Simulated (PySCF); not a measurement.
## BP⁻: a composite coupled-cluster calculation

State: ²Σ⁺, doublet, unpaired electrons σ ↑. De refers to B + P⁻. ROHF-based CCSD(T) in PySCF 2.14 with B aug-cc-pVDZ, P aug-cc-pV(D+d)Z and B aug-cc-pVTZ, P aug-cc-pV(T+d)Z (frozen core orbitals: 6; no relativity). Correlation energies are extrapolated as n⁻³ (n = 2, 3), Hartree–Fock as (n+1)·exp(−9√n). CV is the change on freezing 1 orbitals instead, in B cc-pwCVTZ, P cc-pwCVTZ. SR is the spin-free X2C energy in B cc-pVTZ-DK, P cc-pVTZ-DK less the non-relativistic one in B cc-pVTZ, P cc-pVTZ.

```tsv
Level	Re (Å)	ωe (cm⁻¹)	ωexe (cm⁻¹)	αe (cm⁻¹)	De (eV)
CCSD(T)/DZ	1.7380	990.5	5.57	0.00529	4.938
CCSD(T)/TZ	1.7153	1005.7	5.57	0.00543	5.211
HF/CBS	1.6758	1125.4	n/a	0.00482	3.639
MP2/CBS	1.7074	1011.0	5.26	0.00558	5.627
CCSD/CBS	1.6963	1051.2	5.59	0.00526	4.971
CCSD(T)/CBS	1.7095	1012.3	5.57	0.00545	5.307
CCSD(T)/CBS+CV	1.7044	1018.3	5.58	0.00548	5.351
CCSD(T)/CBS+CV+SR	1.7040	1017.2	5.58	0.00549	5.346
```

Question: How much is left between CCSD(T)/TZ and the basis-set limit, and how much do the triples give at the limit?

Answer: CCSD(T)/CBS less CCSD(T)/TZ: -5.8 mÅ in Re, +6.6 cm⁻¹ in ωe and +0.096 eV in De. CCSD(T)/CBS less CCSD/CBS: +13.2 mÅ in Re, -38.9 cm⁻¹ in ωe and +0.336 eV in De.

Question: What do the later terms add?

Answer: CV: -5.1 mÅ in Re, +6.0 cm⁻¹ in ωe and +0.044 eV in De; SR: -0.4 mÅ in Re, -1.1 cm⁻¹ in ωe and -0.005 eV in De, each against the row above.

The T1 diagnostic is 0.041, large enough to doubt a single reference. The state was picked by a PBE0 search and need not be the measured ground state. Spin–orbit coupling, excitations beyond (T) and corrections to the Born–Oppenheimer picture are left out.

The whole job (state search and all basis sets along the bond) took about 18 min on 4 threads of Arm Neoverse V1 (shared host), peak memory 6.2 GiB.
